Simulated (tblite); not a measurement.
Species: 2-chloro-3-buten-1-ol, C4H7ClO.
SMILES with atom numbers: `[CH2:1]=[CH:2][C@H:3]([Cl:4])[CH2:5][OH:6]` (hydrogens: H7, H8 on C1; H9 on C2; H10 on C3; H11, H12 on C5; H13 on O6)

Computed with GFN2-xTB (tblite), gas phase: L-BFGS steps from a force-field or distance-geometry start until the largest atomic force falls under 0.01 eV/Å.

Step 4: E = -563.5293 eV
```
atom  x, y, z in Å  |  force x, y, z in eV/Å
C1      2.1705   -0.0147   -0.4458   -0.110   0.049   0.047
C2      0.9775   -0.4263   -0.0540   -0.034  -0.034  -0.055
C3     -0.1187    0.4721    0.4079   -0.039   0.084   0.148
Cl4    -0.4168    0.1452    2.1741    0.003  -0.030  -0.107
C5     -1.4498    0.2666   -0.3334    0.061  -0.020  -0.001
O6     -1.9632   -1.0246   -0.1975    0.071  -0.043   0.035
H7      2.9152   -0.7107   -0.7845    0.057  -0.047  -0.001
H8      2.4553    1.0234   -0.4499   -0.038   0.064   0.005
H9      0.7462   -1.4819   -0.0590   -0.121   0.002   0.011
H10     0.1742    1.5230    0.3637    0.032   0.003  -0.071
H11    -1.2776    0.4370   -1.3995    0.013  -0.096  -0.039
H12    -2.1908    1.0033    0.0088    0.097   0.085   0.102
H13    -2.0263   -1.2119    0.7512    0.007  -0.017  -0.073
```

Step 5: E = -563.5326 eV
```
atom  x, y, z in Å  |  force x, y, z in eV/Å
C1      2.1672   -0.0146   -0.4446   -0.015   0.062   0.010
C2      0.9749   -0.4254   -0.0545   -0.063  -0.070  -0.044
C3     -0.1189    0.4735    0.4063   -0.024   0.061   0.185
Cl4    -0.4173    0.1430    2.1713    0.006  -0.017  -0.084
C5     -1.4485    0.2674   -0.3317    0.031  -0.062  -0.030
O6     -1.9580   -1.0269   -0.1995    0.052   0.024   0.079
H7      2.9142   -0.7084   -0.7830    0.048  -0.058   0.001
H8      2.4530    1.0230   -0.4497   -0.043   0.080   0.011
H9      0.7406   -1.4797   -0.0585   -0.111  -0.022   0.005
H10     0.1757    1.5224    0.3607    0.034   0.047  -0.059
H11    -1.2765    0.4301   -1.3977    0.008  -0.037  -0.079
H12    -2.1848    1.0083    0.0139    0.074   0.028   0.068
H13    -2.0259   -1.2122    0.7491    0.002  -0.036  -0.064
```

Step 6: E = -563.5355 eV
```
atom  x, y, z in Å  |  force x, y, z in eV/Å
C1      2.1638   -0.0139   -0.4433    0.048   0.047  -0.021
C2      0.9712   -0.4251   -0.0558   -0.041  -0.070  -0.021
C3     -0.1194    0.4756    0.4080    0.015   0.030   0.115
Cl4    -0.4177    0.1404    2.1671    0.003  -0.006  -0.018
C5     -1.4467    0.2675   -0.3304    0.013  -0.056  -0.041
O6     -1.9515   -1.0287   -0.2006    0.020   0.067   0.066
H7      2.9136   -0.7068   -0.7812    0.013  -0.038   0.010
H8      2.4496    1.0243   -0.4493   -0.054   0.058   0.019
H9      0.7324   -1.4782   -0.0578   -0.091  -0.029  -0.004
H10     0.1781    1.5228    0.3564    0.027   0.068  -0.031
H11    -1.2751    0.4221   -1.3972    0.005   0.021  -0.081
H12    -2.1771    1.0138    0.0202    0.046  -0.037   0.016
H13    -2.0255   -1.2133    0.7463   -0.003  -0.055  -0.008
```

Step 7: E = -563.5369 eV
```
atom  x, y, z in Å  |  force x, y, z in eV/Å
C1      2.1625   -0.0132   -0.4429    0.039   0.012  -0.025
C2      0.9692   -0.4256   -0.0569   -0.004  -0.035  -0.001
C3     -0.1193    0.4770    0.4107    0.041   0.010   0.011
Cl4    -0.4178    0.1391    2.1647   -0.001  -0.001   0.028
C5     -1.4454    0.2671   -0.3305    0.023  -0.017  -0.029
O6     -1.9483   -1.0288   -0.2004   -0.002   0.047   0.038
H7      2.9137   -0.7067   -0.7802   -0.012  -0.009   0.014
H8      2.4471    1.0261   -0.4488   -0.058   0.028   0.022
H9      0.7268   -1.4782   -0.0576   -0.072  -0.018  -0.011
H10     0.1796    1.5242    0.3538    0.018   0.053  -0.008
H11    -1.2745    0.4187   -1.3985    0.004   0.039  -0.051
H12    -2.1726    1.0156    0.0234    0.025  -0.056  -0.013
H13    -2.0253   -1.2149    0.7453   -0.002  -0.052   0.024
```

Q: Estimate the geometry and energy of step 8. (The exact step hangs on the optimiser's Hessian estimate; all steps are aligned on step 7, rigid shifts and turns removed.)

A: E = -563.5376 eV, largest force 0.072 eV/Å
```
atom  x, y, z in Å  |  force x, y, z in eV/Å
C1      2.1622   -0.0128   -0.4431    0.008  -0.013  -0.014
C2      0.9685   -0.4264   -0.0576    0.019  -0.005   0.012
C3     -0.1185    0.4780    0.4125    0.046   0.003  -0.055
Cl4    -0.4179    0.1385    2.1641   -0.001   0.004   0.041
C5     -1.4442    0.2668   -0.3311    0.034   0.011  -0.011
O6     -1.9470   -1.0281   -0.1995   -0.011   0.013   0.009
H7      2.9136   -0.7070   -0.7795   -0.017   0.009   0.012
H8      2.4448    1.0277   -0.4481   -0.056   0.002   0.021
H9      0.7228   -1.4788   -0.0578   -0.053   0.000  -0.015
H10     0.1807    1.5259    0.3525    0.012   0.026   0.006
H11    -1.2741    0.4180   -1.4002    0.005   0.036  -0.017
H12    -2.1700    1.0153    0.0247    0.011  -0.048  -0.024
H13    -2.0253   -1.2167    0.7453    0.003  -0.037   0.035
```

The energy changes by -0.0007 eV. The first-order estimate −F·Δx gives -0.0010 eV and the mean of the old and new forces, exact on a quadratic surface, -0.0007 eV. The step makes an angle of 45° with the force vector and moves no atom by more than 0.004 Å.

The cost below is that of the whole relaxation. Time: 0.29 s wall. Hardware: an Arm Neoverse V1 with one thread, shared host with 64 logical CPUs at a one-minute load of 36.
